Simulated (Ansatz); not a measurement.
C2H7B (`CBC`). Charge 0, multiplicity 1.

```xyz
10

C     1.055   -0.388    0.804
B     0.131    0.555   -0.022
C    -1.132    0.064   -0.790
H     0.782   -0.218    1.858
H     2.115   -0.131    0.740
H     0.919   -1.455    0.611
H     0.408    1.726   -0.072
H    -1.961    0.776   -0.777
H    -1.490   -0.928   -0.504
H    -0.826   -0.001   -1.847
```

Task: List the harmonic frequencies (cm⁻¹, unscaled) at PBE0-D4/def2-TZVP in Ansatz. (Best estimate.)

Result: Ansatz gave: 95, 103, 335, 568, 597, 788, 793, 983, 1042, 1065, 1219, 1308, 1330, 1428, 1435, 1460, 1467, 2561, 3006, 3008, 3086, 3086, 3131, 3132.

Task: Is this a minimum?

Result: Yes, all 24 modes are real.

Task: Give the ideal-gas thermochemistry at 298.15 K and 1 bar (rigid rotor, harmonic oscillator; point group C2, symmetry number 2).

Result: Zero-point energy 221.5 kJ/mol; H(298) − E = 238.0 kJ/mol; entropy 286.3 J/(mol·K), of which translation 155.4, rotation 89.0, vibration 41.8; G(298) − E = 152.6 kJ/mol. Modes under 100 cm⁻¹ are hindered rotations or soft bends, so the harmonic entropy is rough.

Task: Rotational constants (cm⁻¹)?

Result: 1.24, 0.2513, 0.2259.
